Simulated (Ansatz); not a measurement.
Results of PBEsol-D3(BJ) (PAW; Ansatz, a program for electronic structure) for fcc Al.

Run with plane-wave cutoff 520 eV, 24×24×24 k mesh, Fermi–Dirac smearing 0.05 eV, scalar-relativistic PAW data made under PBE.

Pressure at four volumes; x = ln(V/15.534 Å³). One pressure is withheld.

```csv
V (Å³/atom),x,P (GPa)
14.602,-0.0619,?
14.913,-0.0408,4.08
15.534,0.0000,0.02
16.467,0.0583,-4.60
```

**Question.** Pass a parabola P(x) through the three rows shown, estimate the bulk modulus and its pressure derivative near zero pressure, and predict the withheld pressure.

**Answer.** Slopes between the rows: (0.02 − (4.08))/(0.0000 − (-0.0408)) = -99.51 and (-4.60 − (0.02))/(0.0583 − (0.0000)) = -79.25 GPa. Their difference over the span 0.0991 is c = 20.26/0.0991 = 204.4 GPa, so P(x) = 4.08 + (-99.51)(x − (-0.0408)) + 204.4 (x − (-0.0408))(x − (0.0000)). At the middle row B = −dP/dx = −[-99.51 + 204.4 × 0.0408] = 91.2 GPa, and B′ = dB/dP = 2c/B = 4.5. At x = -0.0619 the parabola gives 6.45 GPa; the run gives 6.49 GPa. The Birch–Murnaghan fit to the energies at all volumes has B0 = 90.5 GPa and B′ = 4.6.

Measured, for comparison: bulk modulus 80.8 GPa (corrected for temperature and zero-point phonon effects, our sources range from 77.1 to 82.0; as tabulated in Levämäki et al. (2014), arXiv:1402.3671). Computed (rounded) less measured: bulk modulus +12 % (+10 % to +17 % over the range).
